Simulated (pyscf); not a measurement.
PySCF, gas phase, ωB97X-D3(BJ)/def2-SVP geometries.

For the elementary gas-phase step H₃C–CH₂–CH•–C≡N → H₂C=CH–C≡N + CH₃• (doublet surface; C–C broken, none formed), what barrier and reaction energy does ωB97M-D3(BJ)/def2-TZVP give, measured from the reactant's lowest minimum found?

ΔE‡ = 39.3 kcal/mol, ΔE = +37.2 kcal/mol. Zero-point energy shifts the barrier by -3.4 kcal/mol. It is a bond scission, with an imaginary mode of 338i cm⁻¹. This is the saddle that the search found; another between the same sides may lie lower.
